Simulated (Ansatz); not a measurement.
Results of PBE0 (Ansatz, an electronic-structure program, PAW) for SrHfN2 (R-3m, No. 166; cell taken from a computed entry).

The run printed, among other lines:

```
WARN output.stress: scf.exx.energy_threshold = 1e-6 eV is looser than the 4e-8 eV advised for a stress under a hybrid functional (1e-8 eV for each atom of the …
Crystal: 4 atoms, lattice volume = 55.934 Å³
Basis set: ecut = 460 eV, 1257 PW (Γ), FFT grids on a1−a3, a2−a3, a3, exchange–correlation on 48×48×90 points (8 copies of the dense FFT grid, shifted against one another)
Bands: 28, of which v1, the nominal top of the filled ones, is band 23 counted from 1 (22 counted from 0)
Symmetry: 12 space group operations
Space group: R-3m (ITA 166), of the structure as read, at distance tolerance 3.8e-5 Å
k-points: 65 of 512
Functional: x = pbe(κ = 0.804, μ = 0.2195149727645171), c = pbe(β = 0.06672455060314922), warm-up for x = 0.75 pbe(κ = 0.804, μ = 0.2195149727645171) + 0.25 exact, c = pbe(β = 0.06672455060314922)
SCF iter   1: F=—  HF=-20038.927910 eV  |F-HF|=—  |Δ(HF+E_count)|=         —  Δρ=2.20e-3  dr2=7.52e-3
SCF iter   2: F=—  HF=-20038.927768 eV  |F-HF|=—  |Δ(HF+E_count)|=   1.41e-4  Δρ=1.14e-3  dr2=1.76e-3
  ...
Crystal: 4 atoms, lattice volume = 55.934 Å³
Initial density: handed on by an earlier stage of this run
Functional: x = 0.75 pbe(κ = 0.804, μ = 0.2195149727645171) + 0.25 exact, c = pbe(β = 0.06672455060314922)
Crystal: 4 atoms, lattice volume = 55.934 Å³
Crystal: 4 atoms, lattice volume = 55.934 Å³
SCF iter   3: F=—  HF=-20039.378825 eV  |F-HF|=—  |Δ(HF+E_count)|=  4.51e-10  Δρ=3.13e-7  dr2=4.09e-10
SCF iter   4: F=-20039.378825 eV  HF=-20039.378825 eV  |F-HF|=2.95e-10  |Δ(HF+E_count)|=   1.67e-9  Δρ=5.34e-7  dr2=3.37e-10
SCF 4 converged in 4 iterations: F = -20039.378825 eV  dr2 = 3.37e-10
Free energy (F): -20039.378825 eV
Internal energy: -20039.378825 eV  (E = F + TS)
E sigma→0 (E₀):  -20039.378825 eV
Fermi energy:    14.843311 eV
--- Forces (eV/Å), atoms counted from 1 ---
  atom   1  Sr     0.00000000     0.00000000    -0.00000000
  atom   2  Hf    -0.00000000     0.00000000     0.00000000
  atom   3  N      0.00000000    -0.00000000     0.02428633
  atom   4  N      0.00000000     0.00000000    -0.02428633
--- Stress (GPa, compression-positive) ---
        3.092632       0.000000       0.000000
        0.000000       3.092632      -0.000000
        0.000000      -0.000000       3.119956
  P = ⅓ Tr σ = 3.1017 GPa (31.017 kbar)
```

### Question
Write an input file that could have produced this run (the log leaves some choices open).

### Answer
Several could match; the one computed here: 
Ansatz 0.2 input:
```yaml
crystal:
  lattice:
    - [1.6598219283, 0.9582984721, 5.8608777192]
    - [-1.6598219283, 0.9582984721, 5.8608777192]
    - [0.0, -1.9165974391, 5.8608776383]
  atoms:
    - { symbol: Sr, position: [0.0, 0.0, 0.0] }
    - { symbol: Hf, position: [0.5, 0.5, 0.5] }
    - { symbol: N, position: [0.2331302802, 0.2331302802, 0.2331302802] }
    - { symbol: N, position: [0.7668697198, 0.7668697198, 0.7668697198] }
basis:
  ecutwfc: 460
  ecutrho_ratio: 4
  xc_grid: 2
kpoints:
  mp_grid: { grid: [8, 8, 8] }
hamiltonian:
  xc: pbe0
  dispersion: none
  pseudopotentials: { kind: paw }
scf:
  occupations: { method: fermi_dirac, width: 0.01 }
  convergence: { dr2_threshold: 0.0000000004 }
output:
  forces: true
  stress: true
  eigenvalues: true
```

The PAW data were made under PBE.

Note: cell and atoms aren't relaxed at this level (largest force component 0.02 eV/Å, pressure 3.1 GPa).
